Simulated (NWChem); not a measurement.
Molecule: chloromethane (CH₃Cl); SMILES CCl

### Question
Give the equilibrium geometry at PBE0/def2-SVP (NWChem) as a Z-matrix, with the point group.

### Answer
point group C3v; any orientation.
```
C
H 1 1.0971
H 1 1.0971 2 109.83
H 1 1.0971 2 109.83 3 -120.88
Cl 1 1.7753 2 109.11 3 119.56
```
